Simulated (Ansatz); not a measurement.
Geometry optimisation, RKS r2SCANh-D4/def2-SVP (Ansatz 0.2.0).

The input (input.yaml):

```yaml
crystal:
  periodic: [false, false, false]
  atoms:
    - { symbol: Al, position_ang: [0.286156, -0.005416, -0.07442] }
    - { symbol: O, position_ang: [0.770984, -0.135448, 1.572675] }
    - { symbol: H, position_ang: [0.223906, -0.228499, 2.357965] }
    - { symbol: H, position_ang: [1.777723, 0.09082, -0.448512] }
    - { symbol: Cl, position_ang: [-1.612869, -0.002856, -0.925308] }
basis:
  gaussian: { orbitals: def2-SVP }
hamiltonian:
  xc: r2scanh
  dispersion: d4
relax:
  f_tol: 0.03
  max_steps: 50
```

Launched with:

```bash
$ ansatz run input.yaml --threads 1 --pin off --max-ram 2048MiB --backend cpu --events-out ev --progress --plain --runs-dir out
```

Problem. Where does it end, and by what steps?

Solution. The run converged. After 5 steps the energy has fallen by 0.533 eV; H4 moved furthest, 0.41 Å.

| step | energy less start (eV) | largest force component (eV/Å) | accepted |
| --- | --- | --- | --- |
| 0 | 0.0000 | 1.459 | yes |
| 1 | -0.3642 | 0.954 | yes |
| 2 | -0.5156 | 0.599 | yes |
| 3 | -0.5293 | 0.197 | yes |
| 4 | -0.5320 | 0.096 | yes |
| 5 | -0.5332 | 0.015 | yes |

```xyz
5
Properties=species:S:1:pos:R:3
Al 0.475 -0.008 0.038
O 0.674 -0.151 1.709
H 0.005 -0.241 2.387
H 1.749 0.127 -0.859
Cl -1.457 -0.009 -0.793
```

Whether the end is a true minimum wasn't checked by a vibrational analysis.

The run took 14 s on 1 thread of Intel(R) Xeon(R) Platinum 8488C (Sapphire Rapids), on a shared host, peak memory 0.16 GiB.
